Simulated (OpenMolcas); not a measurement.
# One shape, several levels: CH2F2O (SMILES OC(F)F)

Aim: a comparison of 6 runs (HF/STO-3G, B3LYP/cc-pVDZ, BP86/def2-SVP, PBE0/def2-SVP, SOS-MP2/4-31G, RI-MP2/6-31G*) of CH2F2O. 

The results are computed with OpenMolcas 26.06.

3 further runs of the same task are left out: 3 set aside as unsound or not needed.

## 1. The structure to begin with

CH2F2O has 6 atoms, charge 0, and is taken as a singlet. SMILES: `OC(F)F`. Geometry: relaxed at PBE0-D4/def2-TZVP. This is one conformer, not always the lowest.

Bond lengths: O1–C2 1.346 Å, C2–F3 1.355 Å, C2–F4 1.355 Å, O1–H5 0.966 Å, C2–H6 1.091 Å. Angles: O1–C2–F3 111.4°, O1–C2–F4 111.4°, F3–C2–F4 105.7°, O1–C2–H6 109.4°, F3–C2–H6 109.4°, F4–C2–H6 109.4°, C2–O1–H5 108.8°.

## 2. Energy and gradient at HF/STO-3G (run 1)

struct.xyz

```xyz
6

O      0.095100     0.985600    -0.438500
C      0.060600    -0.137800     0.302200
F      0.876300    -1.092500    -0.208200
F     -1.179700    -0.684300     0.315100
H     -0.176600     0.772900    -1.340300
H      0.366200     0.092100     1.323500
```

calc.inp

```
&GATEWAY
 BASLIB=$CurrDir
 COORD=struct.xyz
 BASIS=STO-3G
 GROUP=NoSym

&SEWARD

&SCF
 THRESHOLDS=1e-10 1e-07 1e-07 1e-05
 PRORBITALS=1 1

&ALASKA
```

The basis set STO-3G is read from a file made from the Basis Set Exchange's data (not shown).

On the command line:

```sh
export MOLCAS_MEM=1860
pymolcas calc.inp > calc.log
```

Standard output:

```text
--- Start Module: gateway ---
[...]
--- Stop Module: gateway /rc=_RC_ALL_IS_WELL_ ---
[...]
      Basis functions           22
[...]
--- Start Module: scf ---
[...]
       Convergence after  11 Iterations
[...]
::    Total SCF energy                               -308.4729566207
[...]
      Total spin, S                                     0.0000000000
[...]
      Total electronic charge=   34.000000
      Total            charge=   -0.000000
[...]
      Dipole Moment (debye):
      Origin of the operator (angstrom)=   -0.0489   -0.2761   -0.0202
                   X= -8.0305E-02               Y=  1.0815E-01               Z= -3.9977E-01           Total=  4.2186E-01
      Quadrupole Moment (debye*angstrom):
[...]
--- Stop Module: scf /rc=_RC_ALL_IS_WELL_ ---
--- Start Module: alaska ---
[...]
 *              Molecular gradients               *
 **************************************************
  Irreducible representation: a
 ------------------------------------------------------------------------------------------
                              X                       Y                       Z
 ------------------------------------------------------------------------------------------
  O1               -1.31622902352624E-02   -7.86611700126691E-02    9.64861189947364E-03
  C2                2.80689411265822E-03    4.55433520832869E-02   -2.43086738926683E-02
  F3               -2.21139427833492E-02    2.10611219339327E-02    1.21509320192201E-02
  F4                3.11703772065108E-02    1.05207338631743E-02   -1.39942417733119E-03
  H5                8.31844203012899E-03    1.22206871478587E-02    2.31544386475844E-02
  H6               -7.01948033064692E-03   -1.06847250155599E-02   -1.92458844962839E-02
 ------------------------------------------------------------------------------------------
[...]
```

Run time: 1.5 s. Hardware: 1 thread of Arm Neoverse V2, shared host; peak memory 0.37 GiB.

## 3. Energy and gradient at B3LYP/cc-pVDZ (run 2)

mol.inp

```
&GATEWAY
BasLib = $CurrDir
Coord
6
bohr
O      0.17971295     1.86251407    -0.82864491
C      0.11451740    -0.26040426     0.57107523
F      1.65596700    -2.06452579    -0.39344098
F     -2.22930991    -1.29313959     0.59545270
H     -0.33372563     1.46056932    -2.53279992
H      0.69201771     0.17404378     2.50105253
Basis = cc-pVDZ
Group = NoSym
&SEWARD
GridInput
Grid=UltraFine
End of Grid
&SCF
KSDFT = B3LYP
Thresholds = 1e-10 1e-07 1e-07 1e-05
PrOrbitals = 1 1
&ALASKA
```

The basis set cc-pVDZ is read from a file made from the Basis Set Exchange's data (not shown).

On the command line:

```sh
export MOLCAS_MEM=1860
pymolcas mol.inp > mol.log
```

Standard output:

```text
--- Start Module: gateway ---
[...]
--- Stop Module: gateway /rc=_RC_ALL_IS_WELL_ ---
[...]
      Basis functions           66
[...]
--- Start Module: scf ---
[...]
       Convergence after  15 Iterations
[...]
::    Total KS-DFT energy                            -314.2346929733
[...]
      Total spin, S                                     0.0000000000
[...]
      Total electronic charge=   34.000000
      Total            charge=   -0.000000
[...]
      Dipole Moment (debye):
      Origin of the operator (angstrom)=   -0.0489   -0.2761   -0.0202
                   X=  1.8031E-02               Y=  6.5743E-01               Z= -4.4137E-01           Total=  7.9205E-01
      Quadrupole Moment (debye*angstrom):
[...]
--- Stop Module: scf /rc=_RC_ALL_IS_WELL_ ---
[...]
--- Start Module: alaska ---
[...]
 *              Molecular gradients               *
 **************************************************
  Irreducible representation: a
 ------------------------------------------------------------------------------------------
                              X                       Y                       Z
 ------------------------------------------------------------------------------------------
  O1               -2.97991906991824E-03   -1.13407534054843E-02   -2.84887796908961E-03
  C2               -4.09545512025655E-04   -5.78063407749463E-04   -1.06432044677351E-03
  F3               -6.93703019094372E-03    7.39034840677633E-03    3.97023983633815E-03
  F4                1.01459899871834E-02    4.02163996147120E-03   -3.71822091918883E-04
  H5                2.15068866973733E-03    2.88840561808212E-03    6.19657785492667E-03
  H6               -1.97018388398740E-03   -2.38157717318188E-03   -5.88179718338644E-03
 ------------------------------------------------------------------------------------------
[...]
```

Run time: 17 s. Hardware: 1 thread of Arm Neoverse V2, shared host; peak memory 0.41 GiB.

Run 3 isn't shown in full; the table further down has it.

## 4. Energy and gradient at PBE0/def2-SVP (run 4)

geom.xyz

```xyz
6

O      0.095100     0.985600    -0.438500
C      0.060600    -0.137800     0.302200
F      0.876300    -1.092500    -0.208200
F     -1.179700    -0.684300     0.315100
H     -0.176600     0.772900    -1.340300
H      0.366200     0.092100     1.323500
```

test.input

```
&GATEWAY
BasLib=$CurrDir
Coord=geom.xyz
Basis=def2-SVP
Group=NoSym
&SEWARD
GridInput
Grid=UltraFine
End of Grid
&SCF
KSDFT=PBE0
Thresholds=1e-10 1e-07 1e-07 1e-05
PrOrbitals=1 1
&ALASKA
```

The basis set def2-SVP is read from a file made from the Basis Set Exchange's data (not shown).

On the command line:

```sh
export MOLCAS_MEM=1860
pymolcas test.input > test.log
```

Standard output:

```text
--- Start Module: gateway ---
[...]
--- Stop Module: gateway /rc=_RC_ALL_IS_WELL_ ---
[...]
      Basis functions           66
[...]
--- Start Module: scf ---
[...]
       Convergence after  13 Iterations
[...]
::    Total KS-DFT energy                            -313.6733814438
[...]
      Total spin, S                                     0.0000000000
[...]
      Total electronic charge=   34.000000
      Total            charge=   -0.000000
[...]
      Dipole Moment (debye):
      Origin of the operator (angstrom)=   -0.0489   -0.2761   -0.0202
                   X=  1.4365E-02               Y=  6.4695E-01               Z= -4.4761E-01           Total=  7.8683E-01
      Quadrupole Moment (debye*angstrom):
[...]
--- Stop Module: scf /rc=_RC_ALL_IS_WELL_ ---
[...]
--- Start Module: alaska ---
[...]
 *              Molecular gradients               *
 **************************************************
  Irreducible representation: a
 ------------------------------------------------------------------------------------------
                              X                       Y                       Z
 ------------------------------------------------------------------------------------------
  O1               -7.86791360647854E-04    1.48272958156781E-03   -4.23327759479308E-03
  C2                3.41573932169381E-03    4.49199111243148E-03    1.00090894017990E-02
  F3                2.11540914173725E-03   -3.16568161336583E-03   -1.31802629084543E-03
  F4               -3.43230391020910E-03   -2.04208965617170E-03    9.98626731743002E-05
  H5                6.74471775947039E-04    1.17444767601310E-03    1.73186217829002E-03
  H6               -1.98652496846696E-03   -1.94139710036723E-03   -6.28951036766434E-03
 ------------------------------------------------------------------------------------------
[...]
```

Run time: 14 s. Hardware: 1 thread of Arm Neoverse V2, shared host; peak memory 0.41 GiB.

Run 5 isn't shown in full; the table further down has it.

## 5. A single-point energy at RI-MP2/6-31G(d) (Cholesky decomposition, Cartesian functions) (run 6)

run.inp

```
&GATEWAY
 Coord
 6
 angstrom
 O        0.095100       0.985600      -0.438500
 C        0.060600      -0.137800       0.302200
 F        0.876300      -1.092500      -0.208200
 F       -1.179700      -0.684300       0.315100
 H       -0.176600       0.772900      -1.340300
 H        0.366200       0.092100       1.323500
 Basis=6-31G*
 Group=NoSym

&SEWARD
 High

&SCF
 Iterations=63
 Core
 PrOrbitals=1 1

&MBPT2
 Frozen=4
```

On the command line:

```sh
export MOLCAS_MEM=1860
pymolcas run.inp > run.log
```

Standard output:

```text
--- Start Module: gateway ---
[...]
--- Stop Module: gateway /rc=_RC_ALL_IS_WELL_ ---
[...]
      Basis functions           64
[...]
--- Start Module: scf ---
[...]
       Convergence after  15 Iterations
[...]
::    Total SCF energy                               -312.7744289852
[...]
      Total spin, S                                     0.0000000000
[...]
      Total electronic charge=   34.000000
      Total            charge=   -0.000000
[...]
      Dipole Moment (debye):
      Origin of the operator (angstrom)=   -0.0489   -0.2761   -0.0202
                   X=  3.0163E-02               Y=  6.1146E-01               Z= -3.5786E-01           Total=  7.0912E-01
      Quadrupole Moment (debye*angstrom):
[...]
--- Stop Module: scf /rc=_RC_ALL_IS_WELL_ ---
[...]
--- Start Module: mbpt2 ---
[...]
WARNING!
Default frozen orbitals as non valence orbitals is overwritten by user input.
Default values:   4
[...]
       Reference weight ( Cref**2 )         =        0.86317
::    Total MBPT2 energy                             -313.4194525800
[...]
--- Stop Module: mbpt2 /rc=_RC_ALL_IS_WELL_ ---
[...]
```

It took 4.2 s on 1 thread of Arm Neoverse V2, shared host.

## 6. The series

| run | level | integration grid | integral approximation | energy (Eh) | dipole moment (D) of the reference | HOMO energy (eV) | LUMO energy (eV) | wall time |
| --- | --- | --- | --- | --- | --- | --- | --- | --- |
| 1 | HF/STO-3G | – | none | -308.472957 | 0.42 | -11.21 | 15.29 | 1.5 s |
| 2 | B3LYP/cc-pVDZ | UltraFine | none | -314.234693 | 0.79 | -9.25 | 1.45 | 17 s |
| 3 | BP86/def2-SVP | UltraFine | none | -313.982390 | 0.78 | -7.87 | 0.96 | 14 s |
| 4 | PBE0/def2-SVP | UltraFine | none | -313.673381 | 0.79 | -9.81 | 1.84 | 14 s |
| 5 | SOS-MP2/4-31G (Cholesky decomposition) | – | CD low | -312.789928 | 0.74 | -15.10 | 5.71 | 1.5 s |
| 6 | RI-MP2/6-31G* (Cholesky decomposition, Cartesian functions) | – | CD high | -313.419453 | 0.71 | -14.75 | 5.96 | 4.2 s |

## 7. Summary of results

| quantity | value |
| --- | --- |
| run 6: total energy | -313.41945 Eh |
| run 6: dipole moment (mean-field density) | 0.71 D |
| run 6: HOMO energy (Hartree–Fock orbitals) | -14.75 eV |
| run 6: LUMO energy (Hartree–Fock orbitals) | 5.96 eV |
| run 6: HOMO–LUMO gap (Hartree–Fock orbitals) | 20.71 eV |
| run 6: correlation energy (4 core orbitals frozen) | -645.0 mEh |

In words: Over runs 1, 2, 3, 4 the dipole moment (its size) runs from 0.42 D (HF/STO-3G) to 0.79 D (B3LYP/cc-pVDZ). The two ends differ in method and basis. Over runs 1, 2, 3, 4 the HOMO–LUMO gap runs from 8.83 eV (BP86/def2-SVP) to 26.50 eV (HF/STO-3G). Totals of different functionals can't be ranked against each other. In run 1 the basis is minimal, so the values are rough. All runs together took 52 s, the longest 17 s.
